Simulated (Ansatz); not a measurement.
Counterpoise correction, worked out

The pair of H2S (SMILES S, atoms 1–3) and CH6Si (SMILES C[SiH3], atoms 4–11), both closed shells, in one local arrangement (a lower one may exist), relaxed at PBE0-D4/def2-TZVP:

```
11
angstrom
S 0.3930 0.2189 -2.8893
H 0.9986 1.1946 -2.1954
H -0.8251 0.6453 -2.5224
C 0.1906 -1.2113 0.8936
Si -0.3024 0.5863 1.0035
H 1.0719 -1.4100 1.5074
H 0.4227 -1.4738 -0.1406
H -0.6185 -1.8574 1.2416
H -0.6235 0.9707 2.4053
H -1.5038 0.8642 0.1680
H 0.7964 1.4726 0.5283
```

Program: Ansatz 0.2.0. Basis: def2-TZVPPD. Cores are frozen in the correlated methods.

CCSD(T) total energies in eV:

| system | geometry | basis functions | energy |
| --- | --- | --- | --- |
| pair | pair | all | -19854.18610 |
| H2S | as in the pair | all (partner as ghosts) | -10855.54364 |
| CH6Si | as in the pair | all (partner as ghosts) | -8998.58117 |
| H2S | as in the pair | its own | -10855.52975 |
| CH6Si | as in the pair | its own | -8998.57655 |
| H2S | free (PBE0-D4 minimum) | its own | -10855.52980 |
| CH6Si | free (PBE0-D4 minimum) | its own | -8998.57852 |

(1) Work out the interaction energy with and without the counterpoise correction, the superposition error, and the binding energy from the relaxed fragments.

No T1 diagnostic of these runs exceeds 0.011.

Answers

(1) Without correction: -19854.18610 − (-10855.52975) − (-8998.57655) = -0.07980 eV.
With correction (each fragment in the whole basis): -19854.18610 − (-10855.54364) − (-8998.58117) = -0.06129 eV = -1.41 kcal/mol.
The superposition error is the difference, 0.01851 eV, 23 % of the uncorrected value: each fragment borrows its partner's functions.
Deformation from the free shapes: 0.00005 eV for H2S and 0.00197 eV for CH6Si.
Binding energy from relaxed fragments: -0.06129 + 0.00005 + 0.00197 = -0.05927 eV = -1.37 kcal/mol (electronic, without zero-point energy; negative means bound). For comparison, the corrected interaction energy by CCSD(T) at an estimated basis limit (MP2 extrapolated from triple and quadruple zeta, plus CCSD(T) − MP2 in triple zeta) is -0.075 eV; triple zeta with the correction binds less.

For scale, one of the runs: CCSD(T)/def2-TZVPPD, 272 basis functions, launched by `ansatz run in.yaml --threads 4 --pin off --events-out ev --progress --plain --max-ram 9574MiB`. The run took 81 s on 4 CPU threads of an Arm Neoverse V2 (shared host), with 6.7 GiB of host memory at its peak.
